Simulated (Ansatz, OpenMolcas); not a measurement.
## How methods differ on BCl (SMILES [B]Cl)

BCl has 2 atoms, charge 0, and is taken as a singlet. As SMILES, `[B]Cl`. The shape is that of a GFN2-xTB optimisation.

```xyz
2

B     0.0000    0.0000    0.0000
Cl    0.0000    0.0000    1.5785
```

Quantity: the vertical ionisation energy (to the doublet cation), in eV. The values are calculated.

```
         level                    kind     program  value (eV)  less FCI/STO-3G
     HF/STO-3G            Hartree–Fock      Ansatz        6.80            -0.16
  SVWN5/STO-3G                     LDA      Ansatz        7.72            +0.76
 revPBE/STO-3G                     GGA      Ansatz        7.72            +0.76
  B3LYP/STO-3G           global hybrid  OpenMolcas        7.94            +0.98
   PBE0/STO-3G           global hybrid      Ansatz        7.83            +0.87
wB97M-V/STO-3G  range-separated hybrid      Ansatz        8.03            +1.07
    MP2/STO-3G     perturbation theory      Ansatz        6.70            -0.26
  CCSDT/STO-3G   coupled cluster or CI      Ansatz        6.94            -0.02
    FCI/STO-3G      exact in the basis      Ansatz        6.96             0.00
```

FCI/STO-3G is exact within its basis and frozen core, so for wave-function methods in that basis the difference is their error; functionals converge differently with the basis, so for them it is only a difference. The values span 6.70 to 8.03 eV. All rows use very small basis sets, so even the best lies far from the true value.
